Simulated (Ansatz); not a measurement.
Coupled-cluster run, silicon tetrafluoride (`F[Si](F)(F)F`).

```yaml
crystal:
  periodic: [false, false, false]
  atoms:
    - {symbol: F, position_ang: [0.152968, -0.806368, 1.330417]}
    - {symbol: Si, position_ang: [0.009940, -0.014725, -0.008288]}
    - {symbol: F, position_ang: [-1.037234, 1.129592, 0.173978]}
    - {symbol: F, position_ang: [-0.466935, -0.982434, -1.137625]}
    - {symbol: F, position_ang: [1.391161, 0.600234, -0.399881]}
basis:
  gaussian: {orbitals: def2-TZVPP}
correlation: {method: ccsd_t}
output: {orbitals: {seedname: orbitals}}
```

```sh
$ ansatz run in.yaml --threads 4 --pin off --events-out ev --progress --plain --max-ram 10444MiB
```

Output of Ansatz, abridged:

```
Functional definition: HF
1077 factors; integrals over basis functions are off by at most 9.4e-4 eV
mean field evaluation 1: about -18695.9506 eV, gradient 4.6e1 eV
mean field evaluation 2: about -18696.0993 eV, gradient 4.6e1 eV
mean field evaluation 4: about -18699.1059 eV, gradient 1.9e0 eV
mean field evaluation 8: about -18699.1401 eV, gradient 5.3e-2 eV
mean field -18699.14014156 eV, -687.1807254701 hartree, gradient 2.1e-6 eV, S^2 0.000000; 0 other end points of the search recorded, 0 dependent functions left out
9 core orbitals not correlated: weight in the atoms' cores, before any rotation towards them, 1.000 or more for the frozen orbitals, at most 0.000 for the correlated occupied ones
reference -18699.14014156 eV, -687.1807254701 hartree; 16, 16 occupied and 141, 141 virtual orbitals, 1077 factors
second order -29.98059591 eV of doubles, -0.00000000 eV of singles
cycle   1  -29.38970508 eV  change    5.9e-1 eV  update   1.0e-1
cycle   2  -29.90868851 eV  change   -5.2e-1 eV  update   2.6e-2
cycle   3  -30.02289767 eV  change   -1.1e-1 eV  update   1.2e-2
cycle   4  -30.00328433 eV  change    2.0e-2 eV  update   2.1e-3
cycle   5  -30.00135992 eV  change    1.9e-3 eV  update   7.4e-4
cycle   6  -30.00196798 eV  change   -6.1e-4 eV  update   1.8e-4
cycle   7  -30.00186974 eV  change    9.8e-5 eV  update   5.4e-5
cycle   8  -30.00182846 eV  change    4.1e-5 eV  update   1.1e-5
cycle   9  -30.00182609 eV  change    2.4e-6 eV  update   3.6e-6
perturbative correction -0.82432609 eV, -0.0302934250 hartree
Total energy: -18729.96629374 eV, -688.3135656679 hartree
```

Run time 28 s (4 threads of an Arm Neoverse V2 on a shared host); peak host memory 1.5 GiB.

The correlation energy is -30.826 eV, 2.7 % of it from (T); the T1 diagnostic reads 0.0113.
